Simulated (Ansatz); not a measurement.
# H3Si–Si, quartet: reading a ladder of total energies

Geometry: that of the H3Si–Si, doublet, kept fixed. The doublet lies 0.9 eV lower here.

```yaml
atoms:
  - { symbol: Si, position_ang: [0.0051, 0.0000, 1.0965] }
  - { symbol: Si, position_ang: [0.0071, 0.0000, -1.2715] }
  - { symbol: H, position_ang: [0.5687, 1.2062, 1.7682] }
  - { symbol: H, position_ang: [-1.4762, 0.0000, 1.3384] }
  - { symbol: H, position_ang: [0.5687, -1.2062, 1.7682] }
```

Basis cc-pVDZ; Ansatz 0.2.0. Correlated methods freeze the noble-gas cores, which leaves 11 electrons in 41 orbitals. R marks a restricted (for open shells ROHF) determinant, U an unrestricted one.

Full CI isn't at hand for all of this; UCCSDT(Q) serves as the reference, and is uncertain by about the last step of the cluster series.

Runs differ by some tens of microhartree through their thresholds and, for an open shell, their frozen cores, so steps under 0.03 kcal/mol mean nothing.

```csv
level,total energy (hartree)
UHF,-579.510333
UMP2,-579.661919
UCCSD,-579.701943
UCCSD(T),-579.707282
UCCSDT,-579.708550
UCCSDT(Q),-579.708819
```

Task: What is the correlation energy at UCCSDT(Q), and what share of it do UMP2 and UCCSDT recover?

Result: E(corr) = -579.708819 − (-579.510333) = -0.198486 hartree = -5.401 eV. UMP2: -0.151586 / -0.198486 = 76.37 %. UCCSDT: -0.198217 / -0.198486 = 99.86 %.

Task: By how many kcal/mol does UCCSD(T) miss UCCSDT(Q) (1 hartree = 627.509 kcal/mol), and which steps make up the rest?

Result: -579.707282 − (-579.708819) = 0.001537 hartree = 0.96 kcal/mol. Steps: UCCSDT − UCCSD(T) = -0.80, UCCSDT(Q) − UCCSDT = -0.17 kcal/mol. Differences between like states or geometries often cancel part of this.
